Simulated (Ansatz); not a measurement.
Reading a saddle point

A first-order saddle point of SiNH9O, closed shell, PBE0-D4/def2-TZVP, with one imaginary mode of 1428i cm⁻¹:

```json
{"atom": "Si1", "x (Å)": "-1.1991", "y (Å)": "-0.4452", "z (Å)": "0.0227"}
{"atom": "H2", "x (Å)": "-0.1751", "y (Å)": "0.1575", "z (Å)": "-1.4423"}
{"atom": "H3", "x (Å)": "-0.7494", "y (Å)": "-1.7781", "z (Å)": "-0.4489"}
{"atom": "H4", "x (Å)": "-1.9343", "y (Å)": "-0.8239", "z (Å)": "1.2971"}
{"atom": "H5", "x (Å)": "-2.2669", "y (Å)": "0.2767", "z (Å)": "-0.7131"}
{"atom": "H6", "x (Å)": "1.1240", "y (Å)": "0.3605", "z (Å)": "0.3299"}
{"atom": "N7", "x (Å)": "0.0900", "y (Å)": "0.5400", "z (Å)": "0.9252"}
{"atom": "H8", "x (Å)": "0.8179", "y (Å)": "0.1672", "z (Å)": "-1.2581"}
{"atom": "O9", "x (Å)": "1.9074", "y (Å)": "0.2657", "z (Å)": "-0.6916"}
{"atom": "H10", "x (Å)": "-0.0975", "y (Å)": "1.5357", "z (Å)": "0.8454"}
{"atom": "H11", "x (Å)": "0.1022", "y (Å)": "0.3099", "z (Å)": "1.9135"}
{"atom": "H12", "x (Å)": "2.3807", "y (Å)": "-0.5659", "z (Å)": "-0.7798"}
```

Ansatz 0.2.0; basis: def2-TZVPP and def2-QZVPP; cores frozen in the correlated methods. Extrapolation: Hartree–Fock as exp(−7.88 √X), correlation as X^−2.97.

Which contacts change along the imaginary mode, and what lies on either side? (A judgement: the text doesn't fix the answer.)

Computed: The step is SiH₄ + H₂O + NH₃ → SiNH₅ ([NH2][SiH3]) + H₂O + H₂, with the molecules in contact on both sides. Shortening one way: Si1–N7, H2–H8, H6–O9; lengthening the same way: Si1–H2, H6–N7, H8–O9.
| pair | one side (Å) | saddle (Å) | other side (Å) |
| --- | --- | --- | --- |
| Si1–N7 | 2.93 | 1.86 | 1.74 |
| H2–H8 | 2.01 | 1.01 | 0.75 |
| H6–O9 | 2.18 | 1.29 | 0.97 |
| Si1–H2 | 1.49 | 1.89 | 4.18 |
| H6–N7 | 1.02 | 1.21 | 1.99 |
| H8–O9 | 0.96 | 1.23 | 2.55 |

Which side is lower, and how far does the saddle lie above each? (To be estimated.)

The calculation gives: The side with Si1–N7, H2–H8, H6–O9 short is lower by 21.2 kJ/mol; the saddle lies 194.1 kJ/mol above it and 172.9 kJ/mol above the other (CCSD(T) at an estimated basis limit (MP2 extrapolated from triple and quadruple zeta, plus CCSD(T) − MP2 in triple zeta); electronic energies).

No T1 diagnostic of these runs exceeds 0.012.

Labels in which every atom is bracketed show which atoms are joined, not bond orders.

For scale, one of the runs: CCSD(T)/def2-TZVPP, 230 basis functions, launched by `ansatz run in.yaml --threads 4 --pin off --events-out ev --progress --plain --max-ram 9574MiB`. Hardware: 4 CPU threads of an Intel Xeon, shared host. Wall time 110 s; peak host memory 3.9 GiB.
